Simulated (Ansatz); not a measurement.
# BClO (boron chloride oxide): levels of theory compared

Aim: a comparison of 6 runs (HF/STO-3G, PBE/STO-3G, UPBE/STO-3G, UMP2/STO-3G, CCSD/STO-3G, UCCSD(T)/STO-3G) of BClO (boron chloride oxide). 

Program for the calculation: Ansatz 0.2.0.

61 further runs of the same task are left out: 15 that didn't finish, 46 set aside as unsound or not needed.

## (1) The structure to begin with

BClO: 3 atoms, total charge 0, spin state singlet. SMILES: `O=BCl`. The B2–O1 distance was set to 2.983 Å, away from the relaxed value. At this shape a bond of the SMILES string is far longer than usual.

Bond lengths: B2–Cl3 1.639 Å.

## (2) A single-point energy at HF/STO-3G (run 1)

The input, job.yaml:

```yaml
crystal:
  periodic: [false, false, false]
  atoms:
    - {symbol: O, position_ang: [2.379316, 1.415591, 1.463292]}
    - {symbol: B, position_ang: [0.113080, 0.066620, 0.069470]}
    - {symbol: Cl, position_ang: [-1.132640, -0.672810, -0.696460]}
basis:
  gaussian:
    orbitals: STO-3G
total_charge: 0
hamiltonian:
  xc: hf
accuracy: high
```

The run is started by

```bash
$ ansatz run job.yaml --threads 1 --pin off --max-ram 2610MiB --events-out events.jsonl --progress --plain --runs-dir runs
```

The log of the run:

```text
Warning: RAYON_NUM_THREADS=1 ignored (pool sized by the plan → 1); use --threads N
Functional definition: HF
  name "HF"
  exchange = exact_x
  correlation = 0
303 factors; integrals over basis functions are off by at most 2.2e-8 eV
mean field evaluation 1: about -14993.6316 eV, gradient 4.9e1 eV
mean field evaluation 2: about -14993.6359 eV, gradient 4.9e1 eV
mean field evaluation 4: about -14987.4072 eV, gradient 3.1e1 eV
mean field evaluation 8: about -15034.4662 eV, gradient 1.5e0 eV
mean field evaluation 16: about -15034.4754 eV, gradient 2.0e-8 eV
mean field evaluation 32: about -15034.3639 eV, gradient 2.3e-1 eV
mean field evaluation 64: about -15003.7837 eV, gradient 6.1e0 eV
mean field -15034.47543086 eV, -552.5067813505 hartree, gradient 2.0e-8 eV, S^2 0.000000; 3 other end points of the search recorded, 0 dependent functions left out
reference -15034.47543086 eV, -552.5067813505 hartree; 15, 15 occupied and 4, 4 virtual orbitals, 303 factors
Total energy: -15034.47543086 eV, -552.5067813505 hartree
```

Wall time 0.14 s (1 thread of Arm Neoverse V1, shared host).

## (3) A single-point energy at PBE/STO-3G (run 2)

The input, molecule.yaml:

```yaml
crystal:
  periodic: [false, false, false]
  atoms:
    - {symbol: O, position_ang: [2.379316, 1.415591, 1.463292]}
    - {symbol: B, position_ang: [0.113080, 0.066620, 0.069470]}
    - {symbol: Cl, position_ang: [-1.132640, -0.672810, -0.696460]}
basis:
  gaussian: {orbitals: STO-3G}
hamiltonian: {xc: pbe}
accuracy: high
```

The run is started by

```bash
$ ansatz run molecule.yaml --threads 1 --pin off --max-ram 2610MiB --events-out events.jsonl --progress --plain --runs-dir runs
```

The log of the run:

```text
Warning: RAYON_NUM_THREADS=1 ignored (pool sized by the plan → 1); use --threads N
Functional definition: PBE
  name "PBE"
  parameter kappa = 0.804
  parameter beta = 0.06672455060314922
  exchange = pbe_x(kappa = kappa, mu = beta*pi^2/3)
  correlation = pbe_c(beta = beta)
303 factors; integrals over basis functions are off by at most 2.2e-8 eV
mean field evaluation 1: about -15037.6817 eV, gradient 5.8e1 eV
mean field evaluation 2: about -14780.7864 eV, gradient 2.3e2 eV
mean field evaluation 4: about -14997.9818 eV, gradient 4.1e1 eV
mean field evaluation 8: about -15053.4038 eV, gradient 5.6e-3 eV
mean field evaluation 16: about -15052.5463 eV, gradient 3.5e0 eV
mean field evaluation 32: about -15052.7377 eV, gradient 6.6e-6 eV
mean field evaluation 64: about -15042.4431 eV, gradient 1.5e1 eV
mean field -15053.39415711 eV, -553.2020317169 hartree, gradient 8.3e-9 eV, S^2 0.000000; 6 other end points of the search recorded, 0 dependent functions left out
reference -15053.39415856 eV, -553.2020317701 hartree; 15, 15 occupied and 4, 4 virtual orbitals, 303 factors
Total energy: -15053.39415856 eV, -553.2020317701 hartree
```

It took 1.9 s on 1 thread of Arm Neoverse V1, shared host.

## (4) The energy at UPBE/STO-3G (run 3)

The input, job.yaml:

```yaml
basis:
  gaussian:
    orbitals: STO-3G
crystal:
  periodic: [false, false, false]
  atoms:
    - {symbol: O, position_ang: [2.379316, 1.415591, 1.463292]}
    - {symbol: B, position_ang: [0.113080, 0.066620, 0.069470]}
    - {symbol: Cl, position_ang: [-1.132640, -0.672810, -0.696460]}
magnetization:
  spin_polarized: true
  initial_magnetization: 0
hamiltonian:
  xc: pbe
accuracy: high
```

The run is started by

```bash
$ ansatz run job.yaml --threads 1 --pin off --max-ram 2610MiB --events-out events.jsonl --progress --plain --runs-dir runs
```

The log of the run, shortened:

```text
Warning: RAYON_NUM_THREADS=1 ignored (pool sized by the plan → 1); use --threads N
[... 2 set-up lines as earlier in the session ...]
[...]
303 factors; integrals over basis functions are off by at most 2.2e-8 eV
[...]
mean field -15055.48961555 eV, -553.2790383939 hartree, gradient 3.9e-9 eV, S^2 1.000027; 22 other end points of the search recorded, 0 dependent functions left out
reference -15055.48961699 eV, -553.2790384471 hartree; 15, 15 occupied and 4, 4 virtual orbitals, 303 factors
Total energy: -15055.48961699 eV, -553.2790384471 hartree
```

Wall time 57 s (1 thread of Arm Neoverse V1, shared host); peak memory 0.12 GiB.

Runs 4 to 5 aren't shown in full; the table further down has their settings and results.

## (5) A single-point energy at UCCSD(T)/STO-3G (run 6)

The input, job.yaml:

```yaml
crystal:
  periodic: [false, false, false]
  atoms:
    - symbol: O
      position_ang: [2.379316, 1.415591, 1.463292]
    - symbol: B
      position_ang: [0.113080, 0.066620, 0.069470]
    - symbol: Cl
      position_ang: [-1.132640, -0.672810, -0.696460]
basis:
  gaussian:
    orbitals: STO-3G
total_charge: 0
magnetization:
  spin_polarized: true
  initial_magnetization: 0
correlation:
  method: ccsd_t
  frozen_orbitals: {B: 1, Cl: 5, O: 1}
accuracy: high
scf:
  omitted_lower_state_checks: [cluster_reference, increment]
```

The run is started by

```bash
$ ansatz run job.yaml --threads 1 --pin off --max-ram 2610MiB --events-out events.jsonl --progress --plain --runs-dir runs
```

The log of the run:

```text
Warning: RAYON_NUM_THREADS=1 ignored (pool sized by the plan → 1); use --threads N
[... 37 lines left out ...]
7 core orbitals not correlated: weight in the atoms' cores, before any rotation towards them, 1.000 or more for the frozen orbitals, at most 0.000 for the correlated occupied ones
[... 241 lines left out ...]
Total energy: -15037.91178103 eV, -552.6330648901 hartree
Checks for a lower state left out: cluster_reference, increment
```

Run time: 5.7 s. Hardware: 1 thread of Arm Neoverse V1, shared host.

## (6) The series

| run | level | frozen core orbitals | energy (Eh) | wall time |
| --- | --- | --- | --- | --- |
| 1 | HF/STO-3G | – | -552.506781 | 0.14 s |
| 2 | PBE/STO-3G | – | -553.202032 | 1.9 s |
| 3 | UPBE/STO-3G | – | -553.279038 | 57 s |
| 4 | UMP2/STO-3G | 7 | -552.625147 | 4.8 s |
| 5 | CCSD/STO-3G | 7 | -552.612330 | 0.4 s |
| 6 | UCCSD(T)/STO-3G | 7 | -552.633065 | 5.7 s |

## (7) What came out

| quantity | value |
| --- | --- |
| run 6: total energy | -552.63306 Eh |
| run 6: correlation energy (7 core orbitals frozen) | -26.5 mEh |
| run 6: (T) correction | -1.26 mEh |
| run 6: ⟨S²⟩ of the reference determinant | 1.998 |
| run 6: T1 diagnostic | 0.011 |

What this shows: Below the HF energy at the same shape and in the same basis (STO-3G): UMP2 -118.4 mEh; CCSD -105.5 mEh; UCCSD(T) -126.3 mEh. Some of these start from another determinant than that one, so these aren't their correlation energies. In run 5 the log says that unrestricted orbitals would lower the reference, so the values rest on an unstable closed-shell determinant (other closed-shell runs at this shape may share the fault). In runs 1, 2, 3, 4, 5, 6 the basis is minimal, so the values are rough. Spin contamination of the reference: run 4 ⟨S²⟩ = 2.00, run 6 ⟨S²⟩ = 2.00, run 3 ⟨S²⟩ = 1.00. Where it is this large, the reference is a mixture of spin states, and values that rest on it are in doubt. All runs together took 70 s, the longest 57 s.
